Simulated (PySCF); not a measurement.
# Telling isomers of C4H5NO apart by NMR

Non-relativistic Hamiltonian, single conformer, rapidly exchanging positions averaged, isolated molecule. NMR shieldings at PBE0/pcSseg-1/GIAO; couplings computed with B3LYP/pcJ-1 (spin–dipole term left out of most H,H and C,H couplings); coordinates at the GFN2-xTB level; PySCF 2.14.

Referencing at the same level of theory: TMS for 1H, 13C. Multiplet labels drop J under 1 Hz and among equivalent protons, and merge close values. Unscaled 3J(H,H) run several per cent high. Acid and N–H amide carbonyl carbons lie up to 10 ppm further downfield in solution (hydrogen bonding). Shifts are as computed. Against solution values, carbons near 30 ppm lie about +3 ppm off and those near 130 ppm about +5 ppm. Of 1211 compounds with measured shifts, 218 miss one by over three times the rms of a fit or turn the order of signals round; such compounds aren't used in these exercises. OH and NH positions are gas-phase values without hydrogen bonding to other molecules.

(1) Tabulate the signals of `Cc1ccon1`, `C#CC(=O)NC` and their relative energies.

(2) What is the quickest way to tell Cc1ccon1 from C#CC(=O)NC?

## Answers

(1) 
```tsv
SMILES	carbon types	δC	δH	E rel. (kcal/mol)
Cc1ccon1	1×C 2×CH 1×CH3	165.7, 162.5, 111.8, 13.5	8.51 (d, 1H), 6.35 (d, 1H), 2.53 (s, 3H)	0.0
C#CC(=O)NC	2×C 1×CH 1×CH3	153.4, 82.3, 79.4, 26.0	4.93 (br, 1H), 3.15 (d, 3H), 2.08 (s, 1H)	8.9
```

Energies are electronic energies at PBE0/pcSseg-1 on these geometries, without zero-point or thermal terms, each for the one conformer computed, which needn't be the lowest.

(2) Both give the same number of carbon signals, but DEPT or the intensities differ. The first has an aromatic CH next to the ring oxygen at 165.7 ppm, the second an alkyne carbon (C) at 82.3 ppm. Their most deshielded carbons lie at 165.7 and 153.4 ppm. In the proton spectra the most deshielded non-exchanging signals are 8.51 (d, J = 1.9 Hz, 1H) and 3.15 (d, J = 5.7 Hz, 3H).
